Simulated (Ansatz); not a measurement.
## Mg2C3: from a trial structure to a relaxed crystal

All numbers below come from DFT PBE, scalar-relativistic, plane waves, PAW (Ansatz 0.2.0). Cutoff 420 eV, Γ-centred k mesh, Gaussian smearing, no spin polarisation in the final step.

The start puts Mg2C3 on the sites of a reported La2O3 cell (P321, No. 150), with Mg in place of La, C in place of O, at a guessed volume.

```xyz
5
Lattice="3.5821 0.0000 0.0000 -1.7911 3.1022 0.0000 0.0000 0.0000 5.5783" Properties=species:S:1:pos:R:3 pbc="T T T"
Mg    0.0000    2.0682    1.3946
Mg    1.7911    1.0341    4.1837
C     0.4478    0.7756    0.0000
C     2.6866    0.0000    0.0000
C    -1.3433    2.3267    0.0000
```

Cell and atoms relax at zero pressure; the relaxation can't lower the symmetry of the start. After a coarse first stage the cell is made exact in the group found at 0.06 Å.

The zero of energy is the elements' standard structures at the same level; no fitted shifts are applied.

Task: What does it relax into?

Result: It keeps P321 (No. 150), but not the shape of the type it started on. Conventional cell: a = 4.604 Å, c = 3.189 Å. Mg is coordinated by 3 C at 2.18 Å; around C lie 2 C at 1.46 Å.

Space group P321 (No. 150). a = 4.604 Å, b = 4.604 Å, c = 3.189 Å, α = 90.00°, β = 90.00°, γ = 120.00°
```tsv
atom	site	symmetry	x	y	z
Mg	2d	3..	0.3333	0.6667	0.2928
C	3e	.2.	0.1836	0.1836	0.0000
```

Task: What are its volume, energy, density and gap?

Result: The volume per atom is 11.70 Å³ and the density is 2.40 g/cm³. The energy over the elements is 0.72 eV/atom. The gap on the 12×12×12 mesh is 0 eV (a metal).

The final run used a 12×12×12 mesh on its 5-atom cell and 0.10 eV smearing. For metals, differences of a few meV/atom aren't resolved. A structure relaxed within its symmetry needn't be a true minimum. The steps took of the order of 5 core-minutes in all.